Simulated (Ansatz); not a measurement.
Process, species as SMILES: F (HF) → [F-] + H+
B3LYP-D3(BJ)/def2-TZVP geometries, fixed; electronic energies without zero-point terms.
Largest species:
```
F
H 1 0.9245
```

Basis-set convergence of the deprotonation energy at B3LYP with Ansatz (a quantum-chemistry and plane-wave program). All functions are spherical. The program fits the integrals of some runs and decomposes those of others, by size. No added dispersion term, no relativity. Functions are those of the species that has most. Reference: the value in aug-cc-pV5Z, 373.32 kcal/mol, itself unsure by roughly 0.08 kcal/mol (its mean distance from aug-pcseg-3, aug-cc-pVQZ, def2-QZVPPD). Deviations are taken from unrounded values.

```json
[
 {"basis": "pcseg-0", "functions": "11"},
 {"basis": "cc-pVDZ", "functions": "19"},
 {"basis": "pcseg-1", "functions": "19"},
 {"basis": "aug-pcseg-1", "functions": "32"},
 {"basis": "cc-pVTZ", "functions": "44"},
 {"basis": "pcseg-2", "functions": "44"},
 {"basis": "aug-pcseg-2", "functions": "69"},
 {"basis": "cc-pVQZ", "functions": "85"},
 {"basis": "pcseg-3", "functions": "93"},
 {"basis": "aug-pcseg-3", "functions": "134"},
 {"basis": "cc-pV5Z", "functions": "146"},
 {"basis": "pcseg-4", "functions": "162"}
]
```

Question: Which is the smallest set listed that can be trusted to 2 kcal/mol here, that is, within that of the reference together with its larger relatives (same family, alike in diffuse functions; a set with none to test it counts only in the reference's own line)?

Answer: The smallest set listed that lies within 2 kcal/mol of the reference with all its larger relatives (same family, alike in diffuse functions; a set with none counts only in the reference's own line) is aug-pcseg-2 (69 functions, -0.44 kcal/mol off). Value minus reference: pcseg-0 47.20, cc-pVDZ 44.45, pcseg-1 27.01, aug-pcseg-1 -4.13, cc-pVTZ 24.14, pcseg-2 7.91, aug-pcseg-2 -0.44, cc-pVQZ 14.46, pcseg-3 1.70, aug-pcseg-3 -0.11, cc-pV5Z 5.68, pcseg-4 0.88 kcal/mol.
